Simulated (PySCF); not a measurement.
A PySCF script (with the pyscf-properties extension) for the NMR shieldings of SMILES CSCCC#N, C4H7NS, on a GFN2-xTB geometry:

```python
import basis_set_exchange as bse
import numpy as np
from pyscf import gto, dft
from pyscf.prop import nmr

atoms = """
C    -2.472577    0.225392    0.238439
S    -0.950617    1.180717    0.468204
C     0.252744   -0.167487    0.176504
C     1.673297    0.373340    0.315080
C     2.628303   -0.680573    0.082814
N     3.363372   -1.535014   -0.105330
H    -2.516048   -0.574225    0.973026
H    -3.297700    0.913468    0.388180
H    -2.501547   -0.178143   -0.770155
H     0.063906   -0.953035    0.910607
H     0.083386   -0.558959   -0.828383
H     1.843123    1.175608   -0.408466
H     1.825970    0.779399    1.319099
"""
names = dict.fromkeys(["C", "S", "N", "H"], "pcSseg-1")
basis = {el: gto.basis.parse(bse.get_basis(n, elements=[el], fmt="nwchem")) for el, n in names.items()}
mol = gto.M(atom=atoms, basis=basis, charge=0, verbose=0)
mf = dft.RKS(mol, xc="PBE0")
mf.grids.level = 2
mf.grids.alignment = dft.numint.BLKSIZE   # the property module wants whole blocks of grid points
mf.conv_tol = 1e-9
mf.kernel()

calc = nmr.RKS(mf)   # GIAO
C = mf.mo_coeff
Co = C[:, mf.mo_occ > 0]
resp = mf.gen_response(singlet=True, hermi=2)
def vind(x):   # induced exchange potential for any number of trial vectors
    d = np.einsum("pi,xij,qj->xpq", C, 2 * x.reshape(-1, C.shape[1], Co.shape[1]), Co, optimize=True)
    return np.einsum("xpq,pi,qj->xij", resp(d - d.transpose(0, 2, 1)), C, Co, optimize=True).ravel()
mo1, _ = nmr.rhf.solve_mo1(calc, with_cphf=vind)
sigma = calc.kernel(mo1)
for i, s in enumerate(sigma):   # ppm
    w = np.linalg.eigvalsh((s + s.T) / 2)
    print("%2d %-2s iso %8.1f  s11 %8.1f  s22 %8.1f  s33 %8.1f" % (i, mol.atom_pure_symbol(i), w.mean(), *w))
```

Problem. What does it print?

Solution. 
```
 0 C  iso    165.1  s11    149.5  s22    159.7  s33    186.1
 1 S  iso    546.5  s11    413.9  s22    431.2  s33    794.4
 2 C  iso    147.7  s11    121.3  s22    150.6  s33    171.1
 3 C  iso    170.7  s11    156.2  s22    169.3  s33    186.4
 4 C  iso     64.4  s11    -53.7  s22    -47.5  s33    294.4
 5 N  iso    -33.0  s11   -198.8  s22   -198.6  s33    298.4
 6 H  iso     29.5  s11     24.2  s22     27.5  s33     36.7
 7 H  iso     29.6  s11     24.6  s22     26.3  s33     38.0
 8 H  iso     29.5  s11     24.2  s22     27.5  s33     36.7
 9 H  iso     29.0  s11     24.0  s22     29.2  s33     33.9
10 H  iso     29.0  s11     24.0  s22     29.2  s33     33.9
11 H  iso     29.4  s11     24.0  s22     29.5  s33     34.7
12 H  iso     29.4  s11     24.0  s22     29.5  s33     34.7
```

These numbers come from an equivalent density-fitted implementation of the same equations, which agrees with the script to about 0.01 ppm for H and up to a few tenths of a ppm for heavy atoms, so last digits may differ.

Problem. Turn these shieldings into chemical shifts. δ = σ(ref) − σ, references computed at the same level: TMS for ¹³C (186.93 ppm), ¹H (31.72 ppm); ³³S (503.73 ppm) against CS2; ¹⁵N (267.73 ppm) vs NH3.

Solution. Averaging equivalent atoms: C 4: 122.5; C 2: 39.2; C 0: 21.8; C 3: 16.3; S 1: -43; N 5: 300.7; H 9/10: 2.67; H 11/12: 2.35; H 6/7/8: 2.19 ppm. Experimental scales use liquid or dissolved standards, which lie at an offset from isolated NH3 (liquid NH3: subtract about 20 ppm). Unscaled 15N shifts of sp2 nitrogen often come out too high even then, by a few to some tens of ppm.

Size and cost of the density-fitted run: 144 basis functions, 14 s wall time on 1 thread of an Arm Neoverse V1, shared host; peak memory 0.79 GiB.
